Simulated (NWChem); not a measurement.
Program: NWChem. System: ethylene (C₂H₄), charge 0, spin multiplicity 1, at a geometry optimised with PBE/def2-SVP. Level: MP2/def2-SVP, 2 core orbitals frozen.

Job file:

```
start mol
memory heap 200 mb stack 900 mb global 1100 mb
geometry units angstroms nocenter noautoz
  C      0.000000     0.000000     0.670281
  C      0.000000     0.000000    -0.670281
  H      0.937449     0.000000     1.250738
  H     -0.937449     0.000000     1.250738
  H     -0.937449     0.000000    -1.250738
  H      0.937449     0.000000    -1.250738
  symmetry group D2h
end
basis spherical
  * library def2-svp
end
scf
  rhf
  nopen 0
  maxiter 100
  thresh 1e-7
  semidirect memsize 60000000 filesize 0
end
mp2
  freeze core 2
end
task mp2 energy
```

Output (cleaned and shortened):

```
             Northwest Computational Chemistry Package (NWChem) 7.3.0
             --------------------------------------------------------

                                NWChem Input Module
                                -------------------

 Scaling coordinates for geometry "geometry" by  1.889725989
 (inverse scale =  0.529177249)

 Turning off AUTOSYM since
 SYMMETRY directive was detected!

                             Geometry "geometry" -> ""
                             -------------------------

 Output coordinates in angstroms (scale by  1.889725989 to convert to a.u.)

  No.       Tag          Charge          X              Y              Z
 ---- ---------------- ---------- -------------- -------------- --------------
    1 C                    6.0000     0.00000000     0.00000000     0.67028100
    2 C                    6.0000     0.00000000     0.00000000    -0.67028100
    3 H                    1.0000     0.93744900     0.00000000     1.25073800
    4 H                    1.0000    -0.93744900     0.00000000     1.25073800
    5 H                    1.0000    -0.93744900     0.00000000    -1.25073800
    6 H                    1.0000     0.93744900     0.00000000    -1.25073800

 Effective nuclear repulsion energy (a.u.)      32.9967627881

            Nuclear Dipole moment (a.u.)
            ----------------------------
        X                 Y               Z
 ---------------- ---------------- ----------------
     0.0000000000     0.0000000000     0.0000000000

      Symmetry information
      --------------------

 Group name             D2h
 Group number             26
 Group order               8
 No. of unique centers     2

      Symmetry unique atoms

     1    3


 Summary of "ao basis" -> "" (spherical)
 ------------------------------------------------------------------------------
       Tag                 Description            Shells   Functions and Types
 ---------------- ------------------------------  ------  ---------------------
 *                          def2-svp                  on all atoms

 Summary of "ao basis" -> "ao basis" (spherical)
 ------------------------------------------------------------------------------
       Tag                 Description            Shells   Functions and Types
 ---------------- ------------------------------  ------  ---------------------
 C                          def2-svp                 6       14   3s2p1d
 H                          def2-svp                 3        5   2s1p

                                 NWChem SCF Module
                                 -----------------

  ao basis        = "ao basis"
  functions       =    48
  atoms           =     6
  closed shells   =     8
  open shells     =     0
  charge          =   0.00
  wavefunction    = RHF
  use symmetry    = T
  symmetry adapt  = T

 Summary of "ao basis" -> "ao basis" (spherical)
 ------------------------------------------------------------------------------
       Tag                 Description            Shells   Functions and Types
 ---------------- ------------------------------  ------  ---------------------
 C                          def2-svp                 6       14   3s2p1d
 H                          def2-svp                 3        5   2s1p

      Symmetry analysis of basis
      --------------------------

        ag         11
        au          2
        b1g         2
        b1u        11
        b2g         7
        b2u         4
        b3g         4
        b3u         7

 Forming initial guess at       0.0s

      Superposition of Atomic Density Guess
      -------------------------------------

 Sum of atomic energies:         -77.24673709

      Non-variational initial energy
      ------------------------------

 Total energy =     -78.326006
 1-e energy   =    -167.286442
 2-e energy   =      55.963674
 HOMO         =      -0.338873
 LUMO         =       0.001792

      Symmetry analysis of molecular orbitals - initial
      -------------------------------------------------

  Numbering of irreducible representations:

     1 ag          2 au          3 b1g         4 b1u         5 b2g
     6 b2u         7 b3g         8 b3u

  Orbital symmetries:

     1 ag          2 b1u         3 ag          4 b1u         5 b3u
     6 ag          7 b2g         8 b2u         9 b3g        10 ag
    11 b3u        12 b1u        13 b2g        14 b1u        15 ag
    16 b3u        17 ag         18 b2u

 Starting SCF solution at       0.1s

 ----------------------------------------------
         Quadratically convergent ROHF

 Convergence threshold     :          1.000E-07
 Maximum no. of iterations :          100
 Final Fock-matrix accuracy:          1.000E-09
 ----------------------------------------------

              iter       energy          gnorm     gmax       time
             ----- ------------------- --------- --------- --------
                 1      -77.9536978640  4.98D-01  2.21D-01      0.1
                 2      -77.9748140619  1.29D-01  5.08D-02      0.1
                 3      -77.9764610403  3.56D-03  1.68D-03      0.1
                 4      -77.9764626675  3.43D-06  1.45D-06      0.1
                 5      -77.9764626675  4.37D-09  1.80D-09      0.1

       Final RHF  results
       ------------------

         Total SCF energy =    -77.976462667469
      One-electron energy =   -169.202014820088
      Two-electron energy =     58.228789364519
 Nuclear repulsion energy =     32.996762788100

        Time for solution =      0.0s

       Symmetry analysis of molecular orbitals - final
       -----------------------------------------------

  Numbering of irreducible representations:

     1 ag          2 au          3 b1g         4 b1u         5 b2g
     6 b2u         7 b3g         8 b3u

  Orbital symmetries:

     1 ag          2 b1u         3 ag          4 b1u         5 b3u
     6 ag          7 b2g         8 b2u         9 b3g        10 ag
    11 b3u        12 b1u        13 b2g        14 b1u        15 ag
    16 b3u        17 ag         18 b2u

             Final eigenvalues
             -----------------

              1
    1  -11.2420
    2  -11.2405
    3   -1.0164
    4   -0.7772
    5   -0.6341
    6   -0.5855
    7   -0.5008
    8   -0.3758
    9    0.1630
   10    0.2037
   11    0.2293
   12    0.2367
   13    0.3028
   14    0.4816
   15    0.5675
   16    0.6135
   17    0.6175
   18    0.7045

                       ROHF Final Molecular Orbital Analysis
                       -------------------------------------

 Vector    6  Occ=2.000000D+00  E=-5.854956D-01  Symmetry=ag
              MO Center= -1.3D-17,  2.2D-34, -1.3D-16, r^2= 1.8D+00
   Bfn.  Coefficient  Atom+Function         Bfn.  Coefficient  Atom+Function
  ----- ------------  ---------------      ----- ------------  ---------------
     6      0.404594  1 C  pz                20     -0.404594  2 C  pz
    29      0.169524  3 H  s                 34      0.169524  4 H  s
    39      0.169524  5 H  s                 44      0.169524  6 H  s

 Vector    7  Occ=2.000000D+00  E=-5.007901D-01  Symmetry=b2g
              MO Center=  1.4D-16,  4.2D-19,  1.1D-16, r^2= 2.4D+00
   Bfn.  Coefficient  Atom+Function         Bfn.  Coefficient  Atom+Function
  ----- ------------  ---------------      ----- ------------  ---------------
     4      0.295537  1 C  px                18     -0.295537  2 C  px
    29      0.258162  3 H  s                 34     -0.258162  4 H  s
    39      0.258162  5 H  s                 44     -0.258162  6 H  s

 Vector    8  Occ=2.000000D+00  E=-3.758167D-01  Symmetry=b2u
              MO Center= -5.8D-17, -6.7D-16, -9.8D-16, r^2= 1.5D+00
   Bfn.  Coefficient  Atom+Function         Bfn.  Coefficient  Atom+Function
  ----- ------------  ---------------      ----- ------------  ---------------
     5      0.384181  1 C  py                19      0.384181  2 C  py
     8      0.297703  1 C  py                22      0.297703  2 C  py

 Vector    9  Occ=0.000000D+00  E= 1.630227D-01  Symmetry=b3g
              MO Center= -4.3D-17,  8.5D-18,  1.1D-15, r^2= 2.3D+00
   Bfn.  Coefficient  Atom+Function         Bfn.  Coefficient  Atom+Function
  ----- ------------  ---------------      ----- ------------  ---------------
     8      0.752644  1 C  py                22     -0.752644  2 C  py
     5      0.346310  1 C  py                19     -0.346310  2 C  py

 Vector   10  Occ=0.000000D+00  E= 2.037033D-01  Symmetry=ag
              MO Center=  2.1D-16,  4.4D-18,  6.1D-16, r^2= 6.0D+00
   Bfn.  Coefficient  Atom+Function         Bfn.  Coefficient  Atom+Function
  ----- ------------  ---------------      ----- ------------  ---------------
     3      1.555347  1 C  s                 17      1.555347  2 C  s
    30     -1.100002  3 H  s                 35     -1.100002  4 H  s
    40     -1.100002  5 H  s                 45     -1.100002  6 H  s
     9      0.562701  1 C  pz                23     -0.562701  2 C  pz

 Vector   11  Occ=0.000000D+00  E= 2.293160D-01  Symmetry=b3u
              MO Center=  3.0D-17, -1.4D-32, -3.9D-16, r^2= 6.0D+00
   Bfn.  Coefficient  Atom+Function         Bfn.  Coefficient  Atom+Function
  ----- ------------  ---------------      ----- ------------  ---------------
    30      1.133757  3 H  s                 35     -1.133757  4 H  s
    40     -1.133757  5 H  s                 45      1.133757  6 H  s
     7     -0.749686  1 C  px                21     -0.749686  2 C  px
     4     -0.221739  1 C  px                18     -0.221739  2 C  px

 center of mass
 --------------
 x =   0.00000000 y =   0.00000000 z =   0.00000000

 moments of inertia (a.u.)
 ------------------
          61.025864635996           0.000000000000           0.000000000000
           0.000000000000          73.677250166750           0.000000000000
           0.000000000000           0.000000000000          12.651385530754

  Mulliken analysis of the total density
  --------------------------------------

    Atom       Charge   Shell Charges
 -----------   ------   -------------------------------------------------------
    1 C    6     6.13   1.99  0.87  0.29  1.96  0.99  0.04
    2 C    6     6.13   1.99  0.87  0.29  1.96  0.99  0.04
    3 H    1     0.94   0.74  0.17  0.03
    4 H    1     0.94   0.74  0.17  0.03
    5 H    1     0.94   0.74  0.17  0.03
    6 H    1     0.94   0.74  0.17  0.03

       Multipole analysis of the density wrt the origin
       ------------------------------------------------

     L   x y z        total         open         nuclear
     -   - - -        -----         ----         -------
     0   0 0 0     -0.000000      0.000000     16.000000

     1   1 0 0     -0.000000      0.000000      0.000000
     1   0 1 0      0.000000      0.000000      0.000000
     1   0 0 1      0.000000      0.000000      0.000000

     2   2 0 0     -9.213111      0.000000     12.553157
     2   1 1 0      0.000000      0.000000      0.000000
     2   1 0 1      0.000000      0.000000      0.000000
     2   0 2 0    -11.682219      0.000000      0.000000
     2   0 1 1     -0.000000      0.000000      0.000000
     2   0 0 2     -9.094421      0.000000     41.598263

                   NWChem MP2 Semi-direct Energy/Gradient Module
                   ---------------------------------------------

  Basis functions       =     48
  Molecular orbitals    =     48
  Frozen core           =      2
  Frozen virtuals       =      0
  Active alpha occupied =      6
  Active beta occupied  =      6
  Active alpha virtual  =     40
  Active beta virtual   =     40
  Use MO symmetry       = T
  Use skeleton AO sym   = T

  AO/Fock/Back tols     =   1.0D-09  1.0D-09  1.0D-09

 GA uses MA = F    GA memory limited = T

 Available:
  local mem=  1.26D+08
 global mem=  1.44D+08
 local disk=  0.00D+00
  mp2_memr nvloc                    40
  nvloc new                    40
   1 passes of   6:        3145728                      10820                    963621.
   1 passes of   6: M    126154500           G      144174592           F     123008772.

 Semi-direct pass number   1 of   1  for RHF alpha+beta  at        0.1s
  vrange nnbf                  1176
  mp2_eaftype                    10  avail_ma_in_mb                  1099
 EAF : mp2_eaftype filesize          10     481811.
  mp2_eaf for mointskh                     10
Node 0 wrote      2.3 Mb in      0.0 s     Agg I/O rate:  2191.9 Mb/s
 Done moints_semi at        0.3s
  mp2_eaftype                    10  avail_ma_in_mb                  1089
 EAF : mp2_eaftype filesize          10     481811.
  mp2_eaf for kh                    10
 Done maket at        0.3s
 Done multipass loop at        0.3s

          -------------------------------------------
          SCF energy                 -77.976462667469
          Correlation energy          -0.275733387472
          Singlet pairs               -0.186611778849
          Triplet pairs               -0.089121608622
          Total MP2 energy           -78.252196054940
          -------------------------------------------

          ---------------------------------------------------
                    Spin Component Scaled (SCS) MP2
          Same spin pairs                     -0.059414405748
          Same spin scaling factor             0.333333333333
          Opposite spin pairs                 -0.216318981724
          Opposite spin scaling fact.          1.200000000000
          SCS-MP2 correlation energy          -0.279387579984
          Total SCS-MP2 energy               -78.255850247453
          ---------------------------------------------------

 -----------------------
 Performance information
 -----------------------

 Timer overhead =  1.69D-07 seconds/call

               Nr. of calls         CPU time (s)                 Wall time (s)                GFlops
             ---------------    -------------------     ------------------------------   -------------------
Name         Min   Avg   Max    Min     Avg     Max     Min     Avg     Max   Mx/calls   Min     Max     Sum
mp2: moin     1     1     1   0.15    0.15    0.15     0.15    0.15    0.15    0.15      0.0     0.0     0.0
mp2: make     1     1     1   1.16E-2 1.16E-2 1.16E-2  1.16E-2 1.16E-2 1.16E-2 1.16E-2   0.0     0.0     0.0
mp2: tota     1     1     1   0.18    0.18    0.18     0.18    0.18    0.18    0.18      0.0     0.0     0.0

 The average no. of pstat calls per process was 3.00D+00
 with a timing overhead of 5.06D-07s

 Task  times  cpu:        0.3s     wall:        0.3s

 Total times  cpu:        0.3s     wall:        0.3s
```
